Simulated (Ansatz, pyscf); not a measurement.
F–SiH(F)–F → HF + F–Si:–F [singlet], a 1,1-elimination on the singlet surface: F–Si, H–Si broken, F–H formed. Optimised with ωB97X-D3(BJ)/def2-SVP in PySCF. Wave-function energies: Ansatz (a quantum-chemistry and plane-wave program), frozen core, RHF or UHF references. In kcal/mol, from the reactant's lowest minimum found.

| level | barrier | reaction energy |
|---|---|---|
| PBE0-D3(BJ)/def2-TZVP | 87.25 | +72.01 |
| M06-2X/def2-TZVP | 93.30 | +73.68 |
| CCSD(T)/cc-pV(D+d)Z | 88.15 | +65.34 |
| CCSDT(Q)/cc-pV(D+d)Z | 87.61 | +65.20 |
| CCSD(T)/cc-pV(T+d)Z | 92.48 | +71.38 |
| CCSD(T)/cc-pV(Q+d)Z | 92.98 | +72.58 |

In cc-pV(D+d)Z, going from CCSD(T) to CCSDT(Q) shifts the barrier by -0.54 and the reaction energy by -0.14 kcal/mol. With HF in the quadruple-zeta basis and the correlation energy extrapolated as X⁻³ from X = 3, 4, CCSD(T) gives 93.06 and +72.98; adding the double-zeta shift gives ΔE‡ = 92.51 and ΔE = +72.84 kcal/mol, without core correlation, relativity or geometry relaxation at these levels. One saddle was located; it need not be the lowest between these sides.
